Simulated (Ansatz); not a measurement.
Computed with Ansatz.

A structure relaxed at PBE0-D4/def2-TZVP, charge 0, multiplicity 1:

```
atom    x (Å)    y (Å)    z (Å)
  C1  -0.1619   0.7113   1.0649
  C2  -0.5655  -0.2512   0.0088
  S3  -2.0116  -0.9702  -0.0752
  C4   0.4598  -0.5613  -1.0450
  F5   1.6449   0.1169  -0.8459
  H6   0.7325   0.3457   1.5803
  H7  -0.9692   0.8677   1.7761
  H8   0.1312   1.6629   0.6088
  H9   0.0675  -0.2875  -2.0287
 H10   0.6725  -1.6343  -1.0443
```

**Question.** Give its formula and SMILES.

**Answer.** C3H5FS, `CC(=S)CF`.

**Question.** Point group (tolerance 0.08 Å, 0.16 Å for H)?

**Answer.** Cs.

**Question.** Summarise the bond lengths by kind.

**Answer.** 2 × C–C 1.485 to 1.503 Å; 5 × C–H 1.087 to 1.095 Å; 1 × C–S 1.617 Å; 1 × C–F 1.380 Å.
